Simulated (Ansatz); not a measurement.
Reaction (SMILES): C=CCl + 3 [H][H] (H2) → 2 C (CH4) + Cl (HCl)
B3LYP-D3(BJ)/def2-TZVP geometries, fixed; electronic energies without zero-point terms.
Largest species:
```
C
C 1 1.3205
H 1 1.0805 2 123.94
H 2 1.0811 1 122.25 3 180.00
H 2 1.0820 4 118.23 1 180.00
Cl 1 1.7376 3 112.62 2 180.00
```

Effect of a fitting basis named in the input at r2SCAN/aug-cc-pV(T+d)Z with Ansatz (an electronic-structure program), against the last row, where the energy of full hydrogenation is -76.94 kcal/mol. The default fits or decomposes integrals by the program's own choice; accuracy: high also tightens integrals, grids and stops.

```tsv
setting	largest shift of a total energy (mEh)	shift of the energy of full hydrogenation (kcal/mol)
fitting: def2-SV(P)-JKFIT	-0.056	-0.009
fitting: def2-universal-JKFIT	-0.056	-0.009
fitting: cc-pVTZ-JKFIT	-0.026	-0.008
fitting: cc-pVQZ-JKFIT	-0.009	0.000
fitting: cc-pV5Z-JKFIT	-0.006	-0.001
fitting: def2-universal-JFIT	-0.131	0.116
accuracy: high	0.001	0.000
accuracy: medium (default)	0.000	0.000
```

Within 0.1 kcal/mol in the energy of full hydrogenation: fitting: def2-SV(P)-JKFIT; fitting: def2-universal-JKFIT; fitting: cc-pVTZ-JKFIT; fitting: cc-pVQZ-JKFIT; fitting: cc-pV5Z-JKFIT; accuracy: high. The largest shift is 0.131 mEh in a total energy and 0.116 kcal/mol in the difference.
